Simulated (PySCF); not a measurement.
An element was calculated at r2SCAN (PySCF 2.14, non-relativistic, a triple-zeta basis, no spin-orbit coupling), in the ground configurations that NIST lists.

| Quantity | Value |
| --- | --- |
| electron affinity | 1.489 eV |
| first ionisation energy | 11.672 eV |
| second ionisation energy | 24.984 eV |
| third ionisation energy | 46.622 eV |

Problem. Which element is it?

Solution. Carbon (C, Z = 6), in aug-cc-pVTZ. NIST lists 11.260, 24.383, 47.888 eV for these ionisation energies.
